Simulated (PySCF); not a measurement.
# Adding and removing an electron: NaS

PBE0; basis Na aug-pcseg-1, S aug-pcseg-1; no relativity; PySCF 2.14. Neutral (UKS): doublet (π ↑), Re = 2.506 Å, ωe = 325 cm⁻¹, De = 2.55 eV, HOMO -5.08 eV, LUMO -2.47 eV.

NaS⁻ (UKS): singlet (closed shell), Re = 2.424 Å, ωe = 352 cm⁻¹, De = 1.41 eV to Na + S⁻. The energies at the minima are -560.21034 hartree for NaS and -560.24588 for NaS⁻.

Problem. Work out the adiabatic electron affinity, without and with harmonic zero-point energies (1 hartree = 27.2114 eV, 1 eV = 8065.5 cm⁻¹), and the change of the bond length.

Solution. At PBE0: 0.03554 hartree = 0.967 eV between the minima; the zero-point term (325.0 − 352.0)/2 cm⁻¹ = -0.002 eV makes it 0.965 eV. Re changes by -8.2 pm against the neutral. The electron enters a π orbital; in so polar a molecule the change of length follows mostly from the change of the ionic charges.

For an ion De counts to the pair picked by the measured ionisation energies or electron affinities, which need not be the lowest pair at this level. The highest Kohn–Sham level is positive in this anion. Much of that is self-interaction error, but it also means that the finite basis helps to hold the extra electron. States were picked by a PBE0 search and need not be the measured ground states.
